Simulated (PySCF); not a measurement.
## How good is the calculation?

Bonds (- single, = double, # triple, : aromatic): C1=C2 1.336 Å, C2-C3 1.490 Å, C3=O4 1.215 Å, C3-C5 1.490 Å, C5=C6 1.336 Å. C1 carries H7, H8; C2 carries H9; C5 carries H10; C6 carries H11, H12. H8, H12 are cis to C3; H7, H11 are trans to C3.

The experiment to reproduce: δ 1H H9/H10 6.67 ppm (measured; solution, not stated per compound (mostly CDCl3 or CCl4); Pretsch, Buehlmann, Badertscher, Structure Determination of Organic Compounds, 4th ed. (2009)). Coupling constants: 3J(H9,H7) (cis) 11.0 Hz, 3J(H9,H8) (trans) 17.9 Hz, 2J(H7,H8) 1.4 Hz.

PySCF 2.14.0 with density-fitted response routines calculation with shielding tensors at PBE0/pcSseg-1 (GIAO), spin–spin couplings from B3LYP/pcJ-1 (without the spin–dipole term) and PBE0-D3(BJ)/def2-SVP geometry; equivalent nuclei averaged, no relativistic terms, no solvent, single conformer.

Problem. What does the calculation give, and how does it compare?

Solution. 
Reference values: measured (solution, not stated per compound (mostly CDCl3 or CCl4); Pretsch, Buehlmann, Badertscher, Structure Determination of Organic Compounds, 4th ed. (2009)).
```
 atoms  quantity  reference  computed  computed, scaled
H9/H10      δ 1H       6.67      6.49              6.37
```

Computed shifts are σ(ref) − σ with the named reference compound (TMS for H and C) calculated as an isolated molecule at the same level. The measured values may be among those fitted. Empirical linear scaling, fitted to shifts measured mostly in CDCl3 for H and C (δ vs TMS): 1H: δ = 29.91 − 0.950σ (rms 0.21 ppm, 511 shifts, 0.22 ppm with the 3 outliers that the fit left out). A few per cent of atoms miss by over 2 rms, more outside the fitted compound classes.

Coupling constants in Hz:
| coupling | reference | computed | source |
| --- | --- | --- | --- |
| 3J(H9,H7) cis | 11.0 | 11.0 | measured; solution (compiled); Pretsch, Buehlmann, Badertscher, Structure Determination of Organic Compounds, 4th ed., Springer 2009 |
| 3J(H9,H8) trans | 17.9 | 18.1 | measured; solution (compiled); Pretsch, Buehlmann, Badertscher, Structure Determination of Organic Compounds, 4th ed., Springer 2009 |
| 2J(H7,H8) | 1.4 | 3.0 | measured; solution (compiled); Pretsch, Buehlmann, Badertscher, Structure Determination of Organic Compounds, 4th ed., Springer 2009 |

4 of the 6 published NMR values on file for this molecule are compared.

Unscaled 3J(H,H) at this level run about 10 % above measured values.
